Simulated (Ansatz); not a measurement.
Geometry optimisation, Ansatz 0.2.0, RKS PBE/def2-SVP.

input.yaml

```yaml
crystal:
  periodic: [false, false, false]
  atoms:
    - { symbol: Al, position_ang: [-0.018109, 0.411475, -0.021518] }
    - { symbol: F, position_ang: [0.00338, 0.702716, 1.642476] }
    - { symbol: H, position_ang: [1.388968, 0.383887, -0.768245] }
    - { symbol: H, position_ang: [-1.446721, 0.311667, -0.718317] }
    - { symbol: Si, position_ang: [0.126125, -2.877494, 1.209661] }
    - { symbol: H, position_ang: [-0.684411, -3.370883, 0.04549] }
    - { symbol: H, position_ang: [1.553181, -3.318277, 1.064921] }
    - { symbol: H, position_ang: [-0.458935, -3.366145, 2.501826] }
    - { symbol: H, position_ang: [0.088322, -1.393647, 1.243906] }
basis:
  gaussian: { orbitals: def2-SVP }
hamiltonian:
  xc: pbe
relax:
  f_tol: 0.03
  max_steps: 50
```

Run as:

```bash
$ ansatz run input.yaml --threads 1 --pin off --max-ram 2048MiB --backend cpu --events-out ev --progress --plain --runs-dir out
```

Task: Where does it end, and by what steps?

Result: It converged. After 13 steps the energy has fallen by 0.172 eV; H3 moved furthest, 0.73 Å.

| step | energy less start (eV) | largest force component (eV/Å) | accepted |
| --- | --- | --- | --- |
| 0 | 0.0000 | 0.603 | yes |
| 1 | -0.0682 | 0.466 | yes |
| 2 | -0.0971 | 0.574 | yes |
| 3 | -0.1211 | 0.505 | yes |
| 4 | -0.1377 | 0.071 | yes |
| 5 | -0.1419 | 0.067 | yes |
| 6 | -0.1489 | 0.220 | yes |
| 7 | -0.1537 | 0.122 | yes |
| 8 | -0.1602 | 0.259 | yes |
| 9 | -0.1658 | 0.130 | yes |
| 10 | -0.1677 | 0.187 | yes |
| 11 | -0.1668 | 0.128 | no |
| 12 | -0.1711 | 0.055 | yes |
| 13 | -0.1717 | 0.015 | yes |

```xyz
9
Properties=species:S:1:pos:R:3
Al -0.079 0.196 0.133
F 0.245 1.325 1.348
H 1.171 -0.317 -0.722
H -1.610 -0.022 -0.255
Si 0.174 -2.779 1.123
H -0.341 -2.929 -0.275
H 1.628 -3.118 1.224
H -0.656 -3.559 2.098
H 0.020 -1.315 1.527
```

Whether the end is a true minimum wasn't checked by a vibrational analysis.

Run time: 37 s on 1 thread of Arm Neoverse V1, on a shared host, peak memory 0.14 GiB.
